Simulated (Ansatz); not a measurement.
Program: Ansatz. Geometries: PBE0-D4/def2-TZVP. ΔE: electronic, gas phase. CCSD(T)/CBS is extrapolated from def2-TZVPP and def2-QZVPP, frozen cores. Functionals use def2-TZVPP. HSE06 is defined as in plane-wave codes. One conformer a species, not always the lowest.

Consider the hydrogenolysis of the Si–C bond: `C[Si]O` + H₂ → `O[SiH]` + CH₄.

`C[Si]O`:

Cartesian coordinates in Å:
```
C -0.774 -0.257 -0.203
Si 0.978 -0.286 -0.953
O 1.828 0.485 0.240
H -0.785 -0.773 0.765
H -1.514 -0.735 -0.850
H -1.096 0.777 -0.026
H 1.362 0.789 1.026
```

H₂:

```xyz
2

H     0.264   -0.144   -0.221
H    -0.264    0.144    0.221
```

`O[SiH]`:

Z-matrix (Å, degrees):
```
O
Si 1 1.657
H 1 0.961 2 114.2
H 2 1.532 1 94.4 3 180.0
```

CH₄:

```xyz
5

C     0.000    0.000    0.000
H     0.462    0.890    0.427
H    -1.076    0.033    0.168
H     0.415   -0.888    0.476
H     0.199   -0.035   -1.071
```

(1) Is it downhill or uphill in electronic energy at CCSD(T)/CBS, and by how much? (Estimate.)

(2) What do these levels give: PBE-D4, CAM-B3LYP-D4, ωB97X-V, PBE-QIDH, PBE0, r2SCAN0, HSE06, LC-ωPBE, MP2/def2-SVP, MP2/def2-TZVPP, MP2/CBS(def2), HF/cc-pV(T+d)Z? (An estimate is asked.)

Largest T1 diagnostic among the species: 0.016.

Answers

(1) Ansatz gave: Downhill: ΔE = -18.4 kJ/mol.

(2) Ansatz gave: PBE-D4 -15.3, CAM-B3LYP-D4 -24.0, ωB97X-V -21.8, PBE-QIDH -21.2, PBE0 -22.6, r2SCAN0 -20.1, HSE06 -22.4, LC-ωPBE -23.3, MP2/def2-SVP -31.7, MP2/def2-TZVPP -17.3, MP2/CBS(def2) -13.8, HF/cc-pV(T+d)Z -42.6 kJ/mol.

At CCSD(T), def2-SVP lies −19.1 kJ/mol from the extrapolated value and def2-TZVPP −4.5 kJ/mol. In def2-TZVPP, CCSD(T) changes the Hartree–Fock value by +20.2 kJ/mol (the triples alone add +4.1 kJ/mol) and MP2 by +25.8 kJ/mol. From BLYP to BHLYP (50 % exact exchange), in def2-TZVPP and without D4, ΔE moves by −4.4 kJ/mol.
